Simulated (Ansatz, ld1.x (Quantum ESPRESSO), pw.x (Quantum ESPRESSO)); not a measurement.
**What a changed setting does to a pw.x run (fcc Mg)**

Potential: ultrasoft, ld1.x (Quantum ESPRESSO) 7.5, LDA (PW92); core [Ne], reference 3s1.75 3p0; waves: 3s (bound): rcut 2.15, rcutus 2.35 bohr; 3s channel at -0.05 Ry: rcut 2.15, rcutus 2.35 bohr; 3p (bound, empty): rcut 1.95, rcutus 2.38 bohr; 3p channel at 2.05 Ry: rcut 1.95, rcutus 2.38 bohr; local part: all-electron potential smoothed inside 2.15 bohr (lloc = -2); core correction: none; augmentation: built from norm-conserving waves at rcut, not smoothed further.

The reference run (k-mesh 13³, cutoffs 40/600 Ry, Fermi–Dirac 0.01 Ry, mixing_beta 0.4, conv_thr 1e-9, no spin) gives 0.21 GPa at 21.873 Å³/atom, where all-electron LAPW gives -0.08 GPa. This run, with its own iteration cap, changes degauss to 0.02.

```
&control
  calculation='scf', prefix='x', pseudo_dir='./', outdir='./tmp', tstress=.true., disk_io='none'
/
&system
  ibrav=0, nat=1, ntyp=1, ecutwfc=40, ecutrho=600, nbnd=8,
  occupations='smearing', smearing='fd', degauss=0.02
/
&electrons
  conv_thr=1e-09, mixing_beta=0.4, electron_maxstep=50
/
ATOMIC_SPECIES
Mg 1.0 Mg.UPF
CELL_PARAMETERS angstrom
  0.00000000 2.21969235 2.21969235
  2.21969235 0.00000000 2.21969235
  2.21969235 2.21969235 0.00000000
ATOMIC_POSITIONS crystal
Mg 0.0000 0.0000 0.0000
K_POINTS automatic
13 13 13 0 0 0
```

```bash
pw.x < Mg.scf.in > Mg.scf.out
```

Task: How does the run end?

Result: It converges in 5 iterations; the free energy moves by -39.3 meV/atom and the pressure by +0.19 GPa. In a metal, with Fermi–Dirac smearing, F lies below its zero-width value by a term in the square of the width.

```
Message from routine setup:
     using ibrav=0 with symmetry is DISCOURAGED, use correct ibrav instead
     lattice parameter (alat)  =       5.9321  a.u.
     unit-cell volume          =     147.6063 (a.u.)^3
     number of electrons       =         2.00
     number of Kohn-Sham states=            8
     kinetic-energy cutoff     =      40.0000  Ry
     charge density cutoff     =     600.0000  Ry
     scf convergence threshold =      1.0E-09
     Exchange-correlation= PW
     number of k points=    84  Fermi-Dirac smearing, width (Ry)=  0.0200
     iteration #  1     ecut=    40.00 Ry     beta= 0.40
     total energy              =      -1.79992045 Ry
     estimated scf accuracy    <       0.00372633 Ry
     iteration #  2     ecut=    40.00 Ry     beta= 0.40
     total energy              =      -1.80008884 Ry
     estimated scf accuracy    <       0.00134910 Ry
     iteration #  3     ecut=    40.00 Ry     beta= 0.40
     total energy              =      -1.80009624 Ry
     estimated scf accuracy    <       0.00000076 Ry
     iteration #  4     ecut=    40.00 Ry     beta= 0.40
     total energy              =      -1.80009629 Ry
     estimated scf accuracy    <       0.00000006 Ry
     iteration #  5     ecut=    40.00 Ry     beta= 0.40
     the Fermi energy is     3.7212 ev
!    total energy              =      -1.80009629 Ry
     estimated scf accuracy    <          1.9E-11 Ry
     smearing contrib. (-TS)   =      -0.00765349 Ry
     The total energy is F=E-TS. E is the sum of the following terms:
     one-electron contribution =       1.25745519 Ry
     hartree contribution      =       0.00354695 Ry
     xc contribution           =      -0.86737215 Ry
     ewald contribution        =      -2.18607279 Ry
     convergence has been achieved in   5 iterations
          total   stress  (Ry/bohr**3)                   (kbar)     P=        3.98
     Message from routine punch:
     Nothing written, as per user request (disk_io='none')
```

The run took about 5.3 s on one core of a shared host (Intel(R) Xeon(R) Platinum 8488C, 96 threads, 744 GiB, load 77).
